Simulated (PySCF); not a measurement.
Molecule: `CCCC=O`, C₄H₈O.

Geometry:
| atom | x (Å) | y (Å) | z (Å) |
| --- | --- | --- | --- |
| C1 | -1.712 | -0.105 | 0.639 |
| C2 | -0.256 | -0.504 | 0.468 |
| C3 | 0.535 | 0.479 | -0.375 |
| C4 | 1.984 | 0.127 | -0.546 |
| O5 | 2.518 | -0.832 | -0.057 |
| H6 | -2.259 | -0.838 | 1.251 |
| H7 | -1.806 | 0.875 | 1.134 |
| H8 | -2.228 | -0.033 | -0.332 |
| H9 | -0.184 | -1.503 | 0.009 |
| H10 | 0.234 | -0.603 | 1.450 |
| H11 | 0.501 | 1.502 | 0.049 |
| H12 | 0.103 | 0.592 | -1.388 |
| H13 | 2.571 | 0.844 | -1.181 |

Geometry PBE0-D3(BJ)/def2-SVP throughout; GIAO in PySCF 2.14, gas phase, one conformer, non-relativistic; equivalent atoms averaged; functional PBE0.

**Question.** How do the absolute shieldings σ depend on the basis set? (ppm; last column core-seconds on shared hosts with different chips, so compare them loosely)

**Answer.** 
```tsv
basis set	functions	C4	C3	C2	C1	O5	H13	H11/H12	H9/H10	H6/H7/H8	core-s
STO-3G	33	100.9	198.2	211.2	214.7	-271.0	23.04	30.52	31.34	31.77	3.1
6-31G	61	5.9	151.3	183.4	184.5	-346.9	21.93	30.04	30.80	31.56	6
pcSseg-0	61	-22.1	141.6	177.6	177.1	-438.7	22.38	30.39	31.24	31.73	4.1
6-31G*	86	6.8	148.5	178.0	179.6	-288.7	22.10	29.73	30.30	31.06	7.7
def2-SVP	110	0.8	146.6	177.9	179.5	-309.7	21.78	29.25	30.00	30.56	9.6
cc-pVDZ	110	3.5	147.1	178.1	181.3	-309.3	21.45	29.16	29.82	30.45	9.1
pcSseg-1	125	-19.5	133.4	167.4	169.4	-361.0	21.37	29.08	29.81	30.32	13
6-311+G(2d,p)	183	-16.4	135.4	169.3	172.5	-330.3	21.28	29.12	29.94	30.65	20
aug-cc-pVDZ	187	-2.3	145.0	176.8	180.7	-291.2	21.07	28.92	29.72	30.45	19
def2-TZVP	203	-17.4	134.8	168.7	171.8	-336.2	21.30	29.09	29.91	30.61	26
IGLO-III	255	-25.1	130.8	165.6	168.9	-348.9	21.16	28.95	29.75	30.49	28
cc-pVTZ	262	-15.1	136.3	169.5	172.6	-334.7	21.19	28.94	29.71	30.42	32
pcSseg-2	292	-26.1	130.7	165.8	168.8	-350.5	21.11	28.86	29.65	30.35	58
```

**Question.** Which nucleus moves most, in ppm?

**Answer.** O5 (aldehyde oxygen): from -438.7 ppm with pcSseg-0 to -271.0 ppm with STO-3G. The smallest spread is 1.45 ppm, at H6/H7/H8. Proton shifts span only some 12 ppm, so a few tenths of a ppm matter as much there as several ppm in carbon.

**Question.** Taking the largest basis, pcSseg-2 (292 functions), as the yardstick, rank the others by their worst heavy-atom deviation.

**Answer.** IGLO-III 1.6 ppm (255 functions), pcSseg-1 10.6 ppm (125 functions), def2-TZVP 14.3 ppm (203 functions), cc-pVTZ 15.8 ppm (262 functions), 6-311+G(2d,p) 20.1 ppm (183 functions), 6-31G 32.0 ppm (61 functions), def2-SVP 40.7 ppm (110 functions), cc-pVDZ 41.2 ppm (110 functions), aug-cc-pVDZ 59.2 ppm (187 functions), 6-31G* 61.7 ppm (86 functions), pcSseg-0 88.2 ppm (61 functions), STO-3G 127.0 ppm (33 functions).

A small basis that lands close on one nucleus may do so by chance; judge by the trend and by all nuclei.
